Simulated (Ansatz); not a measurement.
```yaml
crystal:
  periodic: [false, false, false]
  atoms:
    - {symbol: Ga, position_ang: [0.000000, 0.000000, 0.000000]}
    - {symbol: Ga, position_ang: [0.000000, 0.000000, 2.269200]}
basis:
  gaussian: {orbitals: def2-TZVP}
magnetization: {spin_polarized: true, initial_magnetization: 2}
hamiltonian: {xc: pbe0}
relax: {f_tol: 0.004, max_steps: 80}
```

```sh
$ ansatz run in.yaml --threads 1 --pin off --events-out ev --progress --plain --max-ram 2176MiB
```

Steps of the relaxation (energy above the last step; positions in Å, forces in eV/Å):

```
2
step 1, 113.7 meV
Ga    0.000    0.000    0.000    0.000    0.000   -1.469
Ga    0.000    0.000    2.269    0.000    0.000    1.469
```

```
2
step 2, 17.7 meV
Ga    0.000    0.000   -0.050    0.000    0.000   -0.506
Ga    0.000    0.000    2.319    0.000    0.000    0.506
```

```
2
step 3, 0.3 meV
Ga    0.000    0.000   -0.082    0.000    0.000   -0.058
Ga    0.000    0.000    2.351    0.000    0.000    0.058
```

```
2
step 4, 0.0 meV
Ga    0.000    0.000   -0.087    0.000    0.000    0.003
Ga    0.000    0.000    2.356    0.000    0.000   -0.003
```

Close pairs at the end: Ga1–Ga2 2.443 Å.

A stationary point of unrestricted PBE0 after 4 steps, with ⟨S²⟩ = 2.005 against 2.00 for a pure state. 74 s on 1 thread of Arm Neoverse N1, shared host.
